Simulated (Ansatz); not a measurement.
Results of PBE0-D3(BJ) in Ansatz (PAW) for grey tin (α-Sn).

Input file:

Ansatz 0.2 input:
```yaml
crystal:
  lattice:
    - [0.0, 3.2310322784, 3.2310322784]
    - [3.2310322784, 0.0, 3.2310322784]
    - [3.2310322784, 3.2310322784, 0.0]
  atoms:
    - { symbol: Sn, position: [0.0, 0.0, 0.0] }
    - { symbol: Sn, position: [0.25, 0.25, 0.25] }
basis:
  ecutwfc: 460
  ecutrho_ratio: 4
  xc_grid: 2
kpoints:
  mp_grid: { grid: [8, 8, 8] }
hamiltonian:
  xc: pbe0
  dispersion: d3bj
  pseudopotentials: { kind: paw }
scf:
  occupations: { method: fermi_dirac, width: 0.01 }
  convergence: { dr2_threshold: 0.0000000002 }
output:
  forces: true
  stress: true
  eigenvalues: true
```

The run printed, among other lines:

```
WARN output.stress: scf.exx.energy_threshold = 1e-6 eV is looser than the 2e-8 eV advised for a stress under a hybrid functional (1e-8 eV for each atom of the …
Crystal: 2 atoms, lattice volume = 67.461 Å³
Basis set: ecut = 460 eV, 1459 PW (Γ), exchange–correlation on 64×64×64 points (8 copies of the dense FFT grid, shifted against one another)
Bands: 18, of which v1, the nominal top of the filled ones, is band 14 counted from 1 (13 counted from 0)
Symmetry: 48 space group operations
Space group: Fd-3m (ITA 227), of the structure as read, at distance tolerance 4.1e-5 Å
k-points: 29 of 512
Functional: x = pbe(κ = 0.804, μ = 0.2195149727645171), c = pbe(β = 0.06672455060314922), warm-up for x = 0.75 pbe(κ = 0.804, μ = 0.2195149727645171) + 0.25 exact, c = pbe(β = 0.06672455060314922)
SCF iter   1: F=—  HF=-12049.056985 eV  |F-HF|=—  |Δ(HF+E_count)|=         —  Δρ=6.59e-4  dr2=2.99e-4
SCF iter   2: F=—  HF=-12049.058080 eV  |F-HF|=—  |Δ(HF+E_count)|=   1.09e-3  Δρ=2.88e-4  dr2=6.63e-5
  ...
SCF 1 converged in 6 iterations: F = -12049.058246 eV  dr2 = 8.56e-11
Crystal: 2 atoms, lattice volume = 67.461 Å³
Initial density: handed on by an earlier stage of this run
Functional: x = 0.75 pbe(κ = 0.804, μ = 0.2195149727645171) + 0.25 exact, c = pbe(β = 0.06672455060314922)
SCF 2 converged in 8 iterations: F = -12055.884108 eV  dr2 = 1.77e-11
Crystal: 2 atoms, lattice volume = 67.461 Å³
SCF 3 converged in 7 iterations: F = -12055.896344 eV  dr2 = 7.31e-11
Crystal: 2 atoms, lattice volume = 67.461 Å³
Crystal: 2 atoms, lattice volume = 67.461 Å³
SCF 5 converged in 8 iterations: F = -12055.897584 eV  dr2 = 1.20e-11
Crystal: 2 atoms, lattice volume = 67.461 Å³
SCF iter   1: F=—  HF=-12055.897584 eV  |F-HF|=—  |Δ(HF+E_count)|=         —  Δρ=3.67e-7  dr2=6.98e-11
SCF iter   2: F=-12055.897584 eV  HF=-12055.897584 eV  |F-HF|=9.09e-12  |Δ(HF+E_count)|=  9.28e-11  Δρ=1.80e-7  dr2=1.96e-11
SCF 6 converged in 2 iterations: F = -12055.897584 eV  dr2 = 1.96e-11
Free energy (F): -12055.897584 eV
Internal energy: -12055.897584 eV  (E = F + TS)
E sigma→0 (E₀):  -12055.897584 eV
Fermi energy:    7.777820 eV
--- Forces (eV/Å), atoms counted from 1 ---
  atom   1  Sn    -0.00000000    -0.00000000    -0.00000000
  atom   2  Sn     0.00000000    -0.00000000    -0.00000000
--- Stress (GPa, compression-positive) ---
        0.018294       0.000000       0.000000
        0.000000       0.018294       0.000000
        0.000000      -0.000000       0.018294
  P = ⅓ Tr σ = 0.0183 GPa (0.183 kbar)
```

The PAW data were made under PBE.

Computing time: about 3.0 core-minutes (a rough figure).

Ansatz is a quantum-chemistry and plane-wave program.
